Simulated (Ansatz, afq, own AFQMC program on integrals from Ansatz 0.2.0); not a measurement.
AFQMC on a folder of integrals that Ansatz 0.2.0 wrote.

```yaml
crystal:
  periodic: [false, false, false]
  atoms:
    - {symbol: Si, position_ang: [0.000000, 0.000000, 0.000000]}
    - {symbol: Cl, position_ang: [1.166196, 1.168893, 1.167694]}
    - {symbol: Cl, position_ang: [-1.170996, -1.164293, 1.167486]}
    - {symbol: Cl, position_ang: [-1.164188, 1.166292, -1.172290]}
    - {symbol: Cl, position_ang: [1.168988, -1.170891, -1.162890]}
basis:
  gaussian: {orbitals: cc-pVDZ}
magnetization: {spin_polarized: false}
correlation: {method: ccsd_t, electrons: outside_noble_gas, hamiltonian_folder: ham}
```

```sh
$ ansatz run in.yaml --threads 1 --pin off --events-out ev --progress --plain --max-ram 16896MiB --backend cuda --devices 0, --max-vram 18GiB
```

Options of the walk:

```
--method phaseless --trial cisd --walkers 4000 --populations 20 --least-time 60 --time-step 0.005 --steps-per-block 50 --equilibration-blocks 28 --max-blocks 4000 --target-error 0.00034 --factor-cut 1e-05 --seed 9365 --release-times 0.21,0.42,0.63,0.9 --release-step 0.03 --release-every 5 --taylor-order 6
```

Times are imaginary, in 1/Eh. The walk had a cap of 140 s. With eight or more populations the least sampling time is a fifth of least-time, and the error comes from their spread.

```
orbitals 65  electrons 16 16  factors 508 of 961
reference energy -2127.14967061 Eh
CCSD correlation -0.66634093 Eh in 9 cycles, weight of the determinant in the CISD state 0.7795
energy of the start -2127.816009 Eh
 block  time / (1/Eh)  mean weight  energy / Eh
     1     0.250  0.9994  -2127.783146
     2     0.500  0.9996  -2127.794591
     3     0.750  1.0000  -2127.807819
     4     1.000  1.0002  -2127.816622
     5     1.250  0.9998  -2127.823319
    12     3.000  1.0002  -2127.832714
    19     4.750  0.9999  -2127.833830
    26     6.500  1.0000  -2127.833252
    33     8.250  1.0002  -2127.834040
    36     9.000  0.9996  -2127.829978
    40    10.000  1.0000  -2127.833551
    47    11.750  1.0000  -2127.835712
    54    13.500  1.0000  -2127.832480
    61    15.250  1.0000  -2127.833948
    68    17.000  0.9998  -2127.834901
    75    18.750  1.0002  -2127.831818
    78    19.500  0.9993  -2127.831434
error from the spread of 20 populations
released: time / (1/Eh)  energy / Eh  error  mean overlap
  0.21  -2127.833768  0.000288  0.9976
  0.42  -2127.833619  0.000355  1.0001
  0.63  -2127.833449  0.000436  1.0032
  0.90  -2127.833682  0.000488  1.0045
energy -2127.833393 +/- 0.000315 Eh
(rows thinned)
```

Estimate how long the walk took on 1 × NVIDIA H100 80GB HBM3 with 2 threads of AMD EPYC 7R13 Processor (Zen 3) (shared host) (the card was shared).

110 s of wall time.

The run passed its tests (sampling time, drift between the halves within three errors, error under three times the target), which doesn't prove that it has relaxed.

Against this walk (error 8.6 meV) on the same determinant: CCSD(T) 54.1 meV higher. The error is statistical and leaves out the bias of the constraint. Released to 0.90 1/Eh the energy moves by -8 ± 16 meV (both errors), within twice the noise.

Cautions: constraint bias not in the error.

A walk keeps the symmetry of its determinant, which the program's search chose and which needn't be the lowest solution, so a lower state of the same spin and another symmetry isn't excluded.
